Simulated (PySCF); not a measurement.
Geometry (Å), atoms numbered from 1 in this order:
```xyz
9

Si   -1.134    0.088    0.726
H    -2.105   -1.035    0.862
H    -1.534    1.317    1.470
Si   -0.007    0.341   -1.305
H     0.274    1.723   -1.790
H    -0.299   -0.627   -2.401
Si    1.141   -0.428    0.580
H     2.120    0.486    1.234
H     1.543   -1.864    0.625
```

Geometry: PBE0-D3(BJ)/def2-SVP; GIAO absolute shieldings from PySCF 2.14, gas phase, non-relativistic, averaged over equivalent atoms.

At wB97X-D/pcSseg-1 (102 basis functions, 5.4 s wall time on 1 thread of an Arm Neoverse V2, shared host):
| atoms | σ (ppm) |
| --- | --- |
| Si1/Si4/Si7 | 529.9 |
| H2/H3/H5/H6/H8/H9 | 28.35 |

Q: Estimate the result of repeating the calculation with PBE0/pcSseg-1.

A: 
```tsv
atoms	σ at PBE0/pcSseg-1	change
Si1/Si4/Si7	528.9	-1.0
H2/H3/H5/H6/H8/H9	28.20	-0.15
```

The largest change is at Si1/Si4/Si7 (silicon bonded to 2 Si, 2 H). Cost: 102 basis functions, 4.5 s wall time on 1 thread of an Arm Neoverse V2, shared host.
